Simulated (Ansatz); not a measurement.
**How the polycrystal shear modulus of rhombohedral A7 Sb moves with the method**

No measured value is used here.

Problem. Put these levels in order of the polycrystal shear modulus that they give for rhombohedral A7 Sb, smallest first: HSE06 (Ansatz, an electronic-structure program), LDA+SOC (Ansatz), PBEsol (Ansatz), RPBE (Ansatz), revPBE (Ansatz).

Solution. RPBE (16.5 GPa), revPBE (18.2 GPa), HSE06 (25.8 GPa), PBEsol (27.0 GPa), LDA+SOC (28.9 GPa)

Unless a cell is named, each level is at its own relaxed cell (LDA+SOC 29.21, PBEsol 29.79, revPBE 32.91, RPBE 33.44, HSE06 31.05 Å³/atom).

revPBE, PBEsol, HSE06, RPBE: the cell comes from a level without a dispersion term, which matters for the spacing of layers, chains or molecules. LDA+SOC: LDA has no dispersion term either, though it tends to give short spacings of layers, chains or molecules. HSE06: hybrids on metals are sensitive to the k mesh. HSE06: the run warned that the count of filled bands differs between k points. Each level is taken at its own relaxed cell. K meshes differ between the levels. Ansatz's density-functional and Hartree–Fock values are scalar-relativistic unless marked +SOC, with PAW data made under PBE.
